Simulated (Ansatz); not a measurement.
The input, for Ansatz 0.2.0:

```yaml
crystal:
  periodic: [false, false, false]
  atoms:
    - {symbol: B, position_ang: [-2.325578, 0.040114, 0.000000]}
    - {symbol: H, position_ang: [-2.922311, 1.073685, 0.000000]}
    - {symbol: H, position_ang: [-2.922311, -0.993457, 0.000000]}
    - {symbol: H, position_ang: [-1.029578, 0.040114, 0.000000]}
    - {symbol: Si, position_ang: [1.024422, 0.040114, 0.000000]}
    - {symbol: H, position_ang: [1.636603, -0.834170, 1.090012]}
    - {symbol: H, position_ang: [1.636602, -0.834170, -1.090012]}
basis:
  gaussian: {orbitals: cc-pVDZ}
magnetization: {spin_polarized: false}
hamiltonian: {xc: hf}
accuracy: high
output: {orbitals: {seedname: orbitals}}
```

```sh
$ ansatz run in.yaml --threads 1 --pin off --events-out ev --progress --plain --max-ram 2393MiB
```

Problem. Roughly how long does this take on 1 thread of Arm Neoverse V1, shared host, and how much host memory?

Solution. 0.78 s wall and 0.11 GiB.

```
1263 factors; integrals over basis functions are off by at most 3.6e-9 eV
mean field evaluation 1: about -8608.4076 eV, gradient 1.3e1 eV
mean field evaluation 2: about -8608.4111 eV, gradient 1.3e1 eV
mean field evaluation 4: about -8609.3413 eV, gradient 6.4e-1 eV
mean field evaluation 8: about -8609.3444 eV, gradient 8.6e-4 eV
mean field -8609.34440330 eV, -316.3875711982 hartree, gradient 2.0e-8 eV, S^2 0.000000; 0 other end points of the search recorded, 0 dependent functions left out
reference -8609.34440330 eV, -316.3875711982 hartree; 12, 12 occupied and 45, 45 virtual orbitals, 1263 factors
Total energy: -8609.34440330 eV, -316.3875711982 hartree
```
